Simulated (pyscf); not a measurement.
O=SnH–SH → O=Sn: [singlet] + H₂S, a 1,1-elimination (singlet surface; S–Sn, H–Sn broken, H–S formed). Structures and frequencies: ωB97X-D3(BJ)/def2-SVP in PySCF. MP2 and CC: frozen core, UHF for open shells. ΔMP2 is the change of the MP2 total energy from the triple- to the quadruple-zeta basis. Energies in eV from the reactant's lowest minimum found.

Small-basis levels: PySCF, no dispersion term, spherical d functions. AM1 to PM7: differences of heats of formation from MOPAC, which are fitted to 298 K values and so differ in kind from electronic energies by zero-point and thermal terms. Cost: rough CPU time at the saddle relative to B3LYP/6-31G*+LANL2DZ, from one job on a shared machine.

```tsv
level	barrier	reaction energy	cost
PBE/6-31G*+LANL2DZ	[?]	-0.34	1
B3LYP/LANL2DZ	1.69	-0.44	0.8
B3LYP/6-31G*+LANL2DZ	1.79	-0.47	1
B3LYP/6-311+G**+LANL2DZ	1.75	-0.56	1
PBE/def2-SVP	1.26	-0.45	2
B3LYP/def2-SVP	1.52	-0.66	2
PM7	[?]	+0.23	under 0.02
CCSD(T)/def2-TZVPP + ΔMP2(QZVPP)	[?]	-0.50	–
```

Q: Fill in the missing entries.

A: 
- PBE/6-31G*+LANL2DZ, barrier: 1.48
- PM7, barrier: 1.78
- CCSD(T)/def2-TZVPP + ΔMP2(QZVPP), barrier: 1.67

Against the last row the barrier runs from -0.41 (PBE/def2-SVP) to +0.12 eV (B3LYP/6-31G*+LANL2DZ). CCSD(T)/def2-TZVPP + ΔMP2(QZVPP) has limits of its own. On the reactant side the descent ends in a point that may be a rotor saddle (no frequency run), 0.05 eV over the lowest minimum found and 1.90 eV under the saddle at ωB97X-D3(BJ)/def2-TZVP. On the product side the descent ends in a complex (not fully relaxed), 0.33 eV under the separated species and 2.39 eV under the saddle at ωB97X-D3(BJ)/def2-TZVP. At ωB97X-D3(BJ)/def2-TZVP the barrier from the zero used here is 1.95 eV. O=SnH–SH lies 2.69 eV over its isomer HO–Sn:–SH [singlet] (electronic energy, ωB97M-D3(BJ)/def2-TZVP). This is the saddle that the search found; another between the same sides may lie lower. The CCSD(T) − MP2 part came from Ansatz, without density fitting, on the same reference. The largest closed-shell T1 diagnostic is 0.033, which may signal static correlation. The frozen core leaves the outer d or s,p core shells of the metals and heavy elements correlated in the MP2 and CC values, and def2-TZVPP describes them poorly, which can shift differences by a few kcal/mol. In the def2 sets elements past Kr carry core potentials, without spin-orbit coupling.
